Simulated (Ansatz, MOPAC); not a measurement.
Species: HO, net charge -1, singlet state. SMILES: [OH-]

Atoms: O1, H2. Bonds: O1-H2.

Bond lengths (Å) and angles (degrees) optimised at PM7 with MOPAC; MNDO with MOPAC; B3LYP/6-31G* with Ansatz (a program for electronic structure), each started from the B3LYP-D3(BJ)/def2-TZVP structure (Ansatz) of the last column. A row stands for all coordinates that are equal there. 6-31G* holds six Cartesian d functions.

```tsv
coordinate	PM7	MNDO	B3LYP/6-31G*	B3LYP-D3(BJ)/def2-TZVP
O1-H2	0.883	0.939	0.987	0.970
```

Mean signed difference of all 1 bond lengths from B3LYP-D3(BJ)/def2-TZVP: PM7 -0.088 Å, MNDO -0.032 Å, B3LYP/6-31G* 0.017 Å.
